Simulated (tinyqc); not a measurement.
Inside a calculation (part 2 of 2). Method: CIS and TDHF on RHF in the sto-6g basis, for H2O, spin multiplicity 1. Computed by tinyqc, a small Python program that keeps every step (integrals from PySCF). Command: `OMP_NUM_THREADS=1 python tinyqc.py 20993 20994 out.jsonl` (the two numbers bound the seeds that draw the settings). One thread of a shared host (Intel(R) Xeon(R) Processor @ 2.60GHz), about 0.2 s of CPU time with the checks.

Geometry (angstrom):
```
atom         x          y         z
O     0.000000   0.000000  0.000000
H     0.000000   0.775000  0.503000
H     0.000000  -0.775000  0.503000
```

## CIS singlet states

CIS matrix A, singlet (hartree):
```
           1>6        1>7       2>6        2>7        3>6        3>7        4>6        4>7
1>6  20.370145   0.000000  0.014843   0.000000   0.000000  -0.023829  -0.017557   0.000000
1>7   0.000000  20.443733  0.000000   0.047935  -0.002386   0.000000   0.000000  -0.030031
2>6   0.014843   0.000000  1.487959   0.000000   0.000000   0.055629   0.062011   0.000000
2>7   0.000000   0.047935  0.000000   1.573820  -0.033969   0.000000   0.000000  -0.019140
3>6   0.000000  -0.002386  0.000000  -0.033969   0.844321   0.000000   0.000000   0.042035
3>7  -0.023829   0.000000  0.055629   0.000000   0.000000   1.133892   0.090859   0.000000
4>6  -0.017557   0.000000  0.062011   0.000000   0.000000   0.090859   0.619534   0.000000
4>7   0.000000  -0.030031  0.000000  -0.019140   0.042035   0.000000   0.000000   0.748864
5>6   0.000000   0.000000  0.000000   0.000000   0.000000   0.000000   0.000000   0.000000
5>7   0.000000   0.000000  0.000000   0.000000   0.000000   0.000000   0.000000   0.000000

          5>6       5>7
1>6  0.000000  0.000000
1>7  0.000000  0.000000
2>6  0.000000  0.000000
2>7  0.000000  0.000000
3>6  0.000000  0.000000
3>7  0.000000  0.000000
4>6  0.000000  0.000000
4>7  0.000000  0.000000
5>6  0.498810  0.000000
5>7  0.000000  0.609498
```

dipole integrals <i|r|a> (bohr), order 1>6, 1>7, 2>6, 2>7, 3>6, 3>7, 4>6, 4>7, 5>6, 5>7:
$$\begin{pmatrix}
0.000000 & 0.000000 & 0.037837 \\
0.000000 & 0.055403 & 0.000000 \\
0.000000 & 0.000000 & -0.095153 \\
0.000000 & -0.174391 & 0.000000 \\
0.000000 & -0.879347 & 0.000000 \\
0.000000 & 0.000000 & -0.564826 \\
0.000000 & 0.000000 & -0.359135 \\
0.000000 & -0.615852 & 0.000000 \\
0.081110 & 0.000000 & 0.000000 \\
0.000000 & 0.000000 & 0.000000
\end{pmatrix}$$

Diagonalise A (1 hartree = 27.211386 eV); each vector has its largest component positive (the first on a tie). The transition dipole is mu = sqrt2 sum c_ia <i|r|a>.

singlet excitation energies (eV): [13.573309, 16.351434, 16.585293, 19.943598, 23.350436, 30.951051, 40.898558, 42.879987, 554.301417, 556.306897]

lowest vectors, order 1>6, 1>7, 2>6, 2>7, 3>6, 3>7, 4>6, 4>7, 5>6, 5>7:
$$\begin{pmatrix}
0.000000 & 0.000724 & 0.000000 & 0.000000 & 0.000000 & 0.001480 \\
0.000000 & 0.000000 & 0.000000 & 0.001367 & 0.000519 & 0.000000 \\
0.000000 & -0.058731 & 0.000000 & 0.000000 & 0.000000 & -0.180689 \\
0.000000 & 0.000000 & 0.000000 & 0.007051 & 0.053715 & 0.000000 \\
0.000000 & 0.000000 & 0.000000 & -0.351096 & 0.935117 & 0.000000 \\
0.000000 & -0.161765 & 0.000000 & 0.000000 & 0.000000 & 0.972206 \\
0.000000 & 0.985080 & 0.000000 & 0.000000 & 0.000000 & 0.148877 \\
0.000000 & 0.000000 & 0.000000 & 0.936312 & 0.350243 & 0.000000 \\
1.000000 & 0.000000 & 0.000000 & 0.000000 & 0.000000 & 0.000000 \\
0.000000 & 0.000000 & 1.000000 & 0.000000 & 0.000000 & 0.000000
\end{pmatrix}$$

oscillator strengths 2/3 w |mu|^2: [0.004375, 0.052833, 0.000000, 0.070737, 1.255017, 0.519622]

## TDHF (RPA) singlet states

Two-electron integrals over orbitals (pq|rs), unique and non-zero (hartree):
```
(11|11) 4.760980    (21|11) -0.425662   (21|21) 0.061647    (22|11) 1.017540
(22|21) -0.013910   (22|22) 0.729754    (31|31) 0.011164    (32|31) 0.017864
(32|32) 0.148198    (33|11) 0.807287    (33|21) -0.004147   (33|22) 0.650055
(33|33) 0.641978    (41|11) 0.179886    (41|21) -0.022871   (41|22) 0.016085
(41|33) 0.005869    (41|41) 0.029600    (42|11) -0.119906   (42|21) 0.009467
(42|22) 0.008593    (42|33) 0.006962    (42|41) 0.020474    (42|42) 0.124942
(43|31) -0.003173   (43|32) 0.018526    (43|43) 0.044236    (44|11) 1.030420
(44|21) -0.013799   (44|22) 0.688563    (44|33) 0.609497    (44|41) -0.012592
(44|42) -0.105108   (44|44) 0.812954    (51|51) 0.026736    (52|51) 0.032325
(52|52) 0.144833    (53|53) 0.029322    (54|51) -0.012740   (54|52) -0.043990
(54|54) 0.055870    (55|11) 1.117075    (55|21) -0.011204   (55|22) 0.749580
(55|33) 0.634543    (55|41) 0.004410    (55|42) -0.061403   (55|44) 0.743253
(55|55) 0.880663    (61|11) -0.270232   (61|21) 0.041732    (61|22) -0.002935
(61|33) -0.000395   (61|41) -0.002797   (61|42) 0.019804    (61|44) -0.018823
(61|55) -0.006341   (61|61) 0.035927    (62|11) 0.328979    (62|21) -0.008373
(62|22) 0.144066    (62|33) 0.074602    (62|41) 0.018538    (62|42) 0.020571
(62|44) 0.102351    (62|55) 0.163483    (62|61) 0.003590    (62|62) 0.102797
(63|31) 0.002935    (63|32) -0.046882   (63|43) -0.026961   (63|63) 0.076172
(64|11) 0.191468    (64|21) -0.000731   (64|22) 0.088561    (64|33) 0.039382
(64|41) 0.004415    (64|42) -0.014935   (64|44) 0.108076    (64|55) 0.101881
(64|61) 0.002184    (64|62) 0.062168    (64|64) 0.057112    (65|51) 0.016989
(65|52) 0.062589    (65|54) -0.003455   (65|65) 0.040081    (66|11) 0.799918
(66|21) -0.007663   (66|22) 0.610728    (66|33) 0.573745    (66|41) 0.021925
(66|42) 0.062324    (66|44) 0.546962    (66|55) 0.585511    (66|61) 0.006317
(66|62) 0.091818    (66|64) 0.042131    (66|66) 0.594589    (71|31) 0.016260
(71|32) 0.024077    (71|43) -0.004841   (71|63) 0.003901    (71|71) 0.023753
(72|31) 0.013884    (72|32) 0.039687    (72|43) -0.031422   (72|63) 0.035639
(72|71) 0.019082    (72|72) 0.061009    (73|11) 0.366549    (73|21) -0.007403
(73|22) 0.140468    (73|33) 0.093665    (73|41) -0.001036   (73|42) -0.069570
(73|44) 0.169468    (73|55) 0.189409    (73|61) -0.006821   (73|62) 0.080438
(73|64) 0.067078    (73|66) 0.037030    (73|73) 0.148550    (74|31) -0.009330
(74|32) -0.073478   (74|43) 0.007113    (74|63) 0.042666    (74|71) -0.013222
(74|72) -0.017178   (74|74) 0.064137    (75|53) 0.023829    (75|75) 0.024762
(76|31) 0.010188    (76|32) 0.105247    (76|43) 0.043298    (76|63) -0.071148
(76|71) 0.013882    (76|72) -0.007864   (76|74) -0.056167   (76|76) 0.121965
(77|11) 0.891255    (77|21) -0.009770   (77|22) 0.630564    (77|33) 0.618202
(77|41) 0.003587    (77|42) -0.015216   (77|44) 0.620957    (77|55) 0.633458
(77|61) -0.006100   (77|62) 0.072947    (77|64) 0.038065    (77|66) 0.567992
(77|73) 0.100317    (77|77) 0.628829
```

B(ia,jb) = 2 (ia|jb) - (ib|ja); the squared energies are the eigenvalues of (A - B)(A + B); 1 hartree = 27.211386 eV.

TDHF matrix B, singlet (hartree):
```
           1>6        1>7       2>6        2>7        3>6        3>7       4>6        4>7
1>6   0.035927   0.000000  0.003590   0.000000   0.000000  -0.017542  0.002184   0.000000
1>7   0.000000   0.023753  0.000000   0.019082   0.014623   0.000000  0.000000  -0.013222
2>6   0.003590   0.000000  0.102797   0.000000   0.000000   0.125237  0.062168   0.000000
2>7   0.000000   0.019082  0.000000   0.061009  -0.009160   0.000000  0.000000  -0.017178
3>6   0.000000   0.014623  0.000000  -0.009160   0.076172   0.000000  0.000000   0.018254
3>7  -0.017542   0.000000  0.125237   0.000000   0.000000   0.148550  0.091490   0.000000
4>6   0.002184   0.000000  0.062168   0.000000   0.000000   0.091490  0.057112   0.000000
4>7   0.000000  -0.013222  0.000000  -0.017178   0.018254   0.000000  0.000000   0.064137
5>6   0.000000   0.000000  0.000000   0.000000   0.000000   0.000000  0.000000   0.000000
5>7   0.000000   0.000000  0.000000   0.000000   0.000000   0.000000  0.000000   0.000000

          5>6       5>7
1>6  0.000000  0.000000
1>7  0.000000  0.000000
2>6  0.000000  0.000000
2>7  0.000000  0.000000
3>6  0.000000  0.000000
3>7  0.000000  0.000000
4>6  0.000000  0.000000
4>7  0.000000  0.000000
5>6  0.040081  0.000000
5>7  0.000000  0.024762
```

squared energies w^2 (hartree^2): [0.247205, 0.356650, 0.370875, 0.534094, 0.728854, 1.255313, 2.210103, 2.478627, 414.943186, 417.951097]

TDHF energies from the positive w^2 (eV): [13.529419, 16.250683, 16.571600, 19.886551, 23.231162, 30.487838, 40.453575, 42.840666, 554.300136, 556.305561]

## CIS matrix, triplets

orbital energies (hartree): MO1 -20.486182, MO2 -1.281066, MO3 -0.653695, MO4 -0.440247, MO5 -0.392132, MO6 0.612027, MO7 0.801300

A(ia,jb) = (e_a - e_i) d_ij d_ab - (ij|ab).

CIS matrix A, triplet (hartree):
```
           1>6        1>7        2>6        2>7        3>6        3>7        4>6        4>7
1>6  20.298291   0.000000   0.007663   0.000000   0.000000  -0.010188  -0.021925   0.000000
1>7   0.000000  20.396226   0.000000   0.009770  -0.010188   0.000000   0.000000  -0.003587
2>6   0.007663   0.000000   1.282364   0.000000   0.000000  -0.105247  -0.062324   0.000000
2>7   0.000000   0.009770   0.000000   1.451802  -0.105247   0.000000   0.000000   0.015216
3>6   0.000000  -0.010188   0.000000  -0.105247   0.691978   0.000000   0.000000  -0.043298
3>7  -0.010188   0.000000  -0.105247   0.000000   0.000000   0.836793  -0.043298   0.000000
4>6  -0.021925   0.000000  -0.062324   0.000000   0.000000  -0.043298   0.505311   0.000000
4>7   0.000000  -0.003587   0.000000   0.015216  -0.043298   0.000000   0.000000   0.620589
5>6   0.000000   0.000000   0.000000   0.000000   0.000000   0.000000   0.000000   0.000000
5>7   0.000000   0.000000   0.000000   0.000000   0.000000   0.000000   0.000000   0.000000

          5>6       5>7
1>6  0.000000  0.000000
1>7  0.000000  0.000000
2>6  0.000000  0.000000
2>7  0.000000  0.000000
3>6  0.000000  0.000000
3>7  0.000000  0.000000
4>6  0.000000  0.000000
4>7  0.000000  0.000000
5>6  0.418648  0.000000
5>7  0.000000  0.559974
```

## CIS triplet states

Diagonalise A (1 hartree = 27.211386 eV); each vector has its largest component positive (the first on a tie).

triplet excitation energies (eV): [11.391997, 13.396476, 15.237666, 16.296750, 19.016427, 22.390979, 35.627076, 39.908823, 552.345527, 555.009895]

lowest vectors, order 1>6, 1>7, 2>6, 2>7, 3>6, 3>7, 4>6, 4>7, 5>6, 5>7:
$$\begin{pmatrix}
0.000000 & 0.001130 & 0.000000 & 0.000000 & 0.000000 & 0.000235 \\
0.000000 & 0.000000 & 0.000000 & 0.000377 & 0.000305 & 0.000000 \\
0.000000 & 0.098012 & 0.000000 & 0.000000 & 0.000000 & 0.197959 \\
0.000000 & 0.000000 & 0.000000 & 0.040802 & 0.132016 & 0.000000 \\
0.000000 & 0.000000 & 0.000000 & 0.458997 & 0.877976 & 0.000000 \\
0.000000 & 0.153565 & 0.000000 & 0.000000 & 0.000000 & 0.965270 \\
0.000000 & 0.983265 & 0.000000 & 0.000000 & 0.000000 & -0.170487 \\
0.000000 & 0.000000 & 0.000000 & 0.887500 & -0.460141 & 0.000000 \\
1.000000 & 0.000000 & 0.000000 & 0.000000 & 0.000000 & 0.000000 \\
0.000000 & 0.000000 & 1.000000 & 0.000000 & 0.000000 & 0.000000
\end{pmatrix}$$

## TDHF (RPA) triplet states

B(ia,jb) = - (ib|ja); the squared energies are the eigenvalues of (A - B)(A + B); 1 hartree = 27.211386 eV.

TDHF matrix B, triplet (hartree):
```
           1>6        1>7        2>6        2>7        3>6        3>7        4>6        4>7
1>6  -0.035927   0.000000  -0.003590   0.000000   0.000000  -0.003901  -0.002184   0.000000
1>7   0.000000  -0.023753   0.000000  -0.019082   0.006821   0.000000   0.000000   0.013222
2>6  -0.003590   0.000000  -0.102797   0.000000   0.000000  -0.035639  -0.062168   0.000000
2>7   0.000000  -0.019082   0.000000  -0.061009  -0.080438   0.000000   0.000000   0.017178
3>6   0.000000   0.006821   0.000000  -0.080438  -0.076172   0.000000   0.000000  -0.067078
3>7  -0.003901   0.000000  -0.035639   0.000000   0.000000  -0.148550  -0.042666   0.000000
4>6  -0.002184   0.000000  -0.062168   0.000000   0.000000  -0.042666  -0.057112   0.000000
4>7   0.000000   0.013222   0.000000   0.017178  -0.067078   0.000000   0.000000  -0.064137
5>6   0.000000   0.000000   0.000000   0.000000   0.000000   0.000000   0.000000   0.000000
5>7   0.000000   0.000000   0.000000   0.000000   0.000000   0.000000   0.000000   0.000000

           5>6        5>7
1>6   0.000000   0.000000
1>7   0.000000   0.000000
2>6   0.000000   0.000000
2>7   0.000000   0.000000
3>6   0.000000   0.000000
3>7   0.000000   0.000000
4>6   0.000000   0.000000
4>7   0.000000   0.000000
5>6  -0.040081   0.000000
5>7   0.000000  -0.024762
```

squared energies w^2 (hartree^2): [0.173660, 0.229090, 0.312958, 0.340624, 0.480590, 0.652051, 1.702695, 2.140592, 412.020595, 416.004827]

TDHF energies from the positive w^2 (eV): [11.339668, 13.024291, 15.222761, 15.881374, 18.864194, 21.973110, 35.507415, 39.812333, 552.344622, 555.008778]
